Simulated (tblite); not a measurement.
Phosphorinane, C5H11P.
Cartesian coordinates in Å at the GFN2-xTB level; atoms count from 1:
```xyz
17
C5H11P angstrom
C     -0.3572   -1.2024   -0.3475
C     -1.4008   -0.1710    0.0709
C     -1.0281    1.2393   -0.3716
P      0.5731    1.8618    0.3361
C      1.6055    0.3772   -0.0909
C      0.9893   -0.9533    0.3258
H     -0.2311   -1.1696   -1.4326
H     -0.7123   -2.2010   -0.0818
H     -1.5124   -0.1932    1.1587
H     -2.3672   -0.4367   -0.3677
H     -0.9339    1.2844   -1.4616
H     -1.8101    1.9472   -0.0830
H      0.2961    1.4480    1.6491
H      2.5815    0.5091    0.3847
H      1.7650    0.4015   -1.1739
H      0.8568   -0.9682    1.4115
H      1.6790   -1.7611    0.0639
```

All values are computed: GFN2-xTB (tblite) harmonic vibrations without scaling, gas phase. Errors from tens to a few hundred cm⁻¹ against measured bands are possible. Modes of hydrogen on phosphorus can be 10 to 20 % off. One conformer, not necessarily the lowest.

Harmonic wavenumbers (cm⁻¹): 167.2, 216.4, 327.3, 349.0, 377.4, 500.1, 668.7, 684.4, 734.2, 773.0, 831.5, 876.1, 888.4, 939.0, 940.1, 984.8, 1054.3, 1072.7, 1083.0, 1138.4, 1158.3, 1198.0, 1227.5, 1243.1, 1280.6, 1287.8, 1339.6, 1351.2, 1356.4, 1445.5, 1448.0, 1482.3, 1485.5, 1496.4, 2229.3, 2931.3, 2936.5, 2944.1, 2945.7, 2954.7, 2955.5, 2958.1, 2962.7, 2971.4, 2978.9.

A = 3913, B = 2900, C = 1875 MHz; mass 102.060 u (most abundant isotopes); point group Cs, symmetry number 1.

Task: Zero-point energy?

Result: ½Σν̃ = 32587 cm⁻¹ = 389.83 kJ/mol.

Task: What is S at 298.15 K and 1 bar for an ideal gas of classical rigid rotors and harmonic oscillators?

Result: Translation 166.54, rotation 113.45, vibration 46.93: S = 326.9 J/(mol K).

Task: And Cp and H(298.15 K) − H(0)?

Result: Cp = 112.35 J/(mol K), of which vibrations give 79.09 (their classical limit is 45 R = 374.2); H(298.15 K) − H(0) = 18.99 kJ/mol without the zero-point energy, 9.07 from vibrations.

Task: How do the functions run with temperature in this model?

Result: 
```json
{"T (K)": "150", "S (J/(mol K))": "270.7", "Cp (J/(mol K))": "60.5", "H − H(0) (kJ/mol)": "6.42", "G − H(0) (kJ/mol)": "-34.18", "ln q(vib)": "0.48"}
{"T (K)": "250", "S (J/(mol K))": "308.9", "Cp (J/(mol K))": "93.5", "H − H(0) (kJ/mol)": "14.03", "G − H(0) (kJ/mol)": "-63.18", "ln q(vib)": "1.42"}
{"T (K)": "400", "S (J/(mol K))": "365.6", "Cp (J/(mol K))": "152.7", "H − H(0) (kJ/mol)": "32.50", "G − H(0) (kJ/mol)": "-113.75", "ln q(vib)": "3.35"}
{"T (K)": "600", "S (J/(mol K))": "440.5", "Cp (J/(mol K))": "217.3", "H − H(0) (kJ/mol)": "69.88", "G − H(0) (kJ/mol)": "-194.44", "ln q(vib)": "6.50"}
{"T (K)": "900", "S (J/(mol K))": "541.6", "Cp (J/(mol K))": "280.0", "H − H(0) (kJ/mol)": "145.27", "G − H(0) (kJ/mol)": "-342.13", "ln q(vib)": "11.63"}
```

q(vib) and H(0) count from the zero-point level.

Task: Which modes carry the vibrational entropy at 298.15 K?

Result: 167.2 cm⁻¹: 10.32; 216.4 cm⁻¹: 8.32; 327.3 cm⁻¹: 5.33; 349.0 cm⁻¹: 4.90; 377.4 cm⁻¹: 4.39; 500.1 cm⁻¹: 2.75 J/(mol K); the other 39 give 10.92 together.

Task: What must be added to the electronic energy to get the Gibbs energy at 298.15 K and 1 bar?

Result: ZPE + [H(298.15 K) − H(0)] − T·S = 389.83 + 18.99 − 97.47 = 311.35 kJ/mol.

Hindered rotation and anharmonicity are outside this model. Other conformers, if any are populated, would add a mixing term that is left out.

Time: 0.46 s wall. Hardware: one thread, Intel Xeon Platinum 8488C (x86_64), on a shared host. This covers the Hessian and the dipole derivatives.
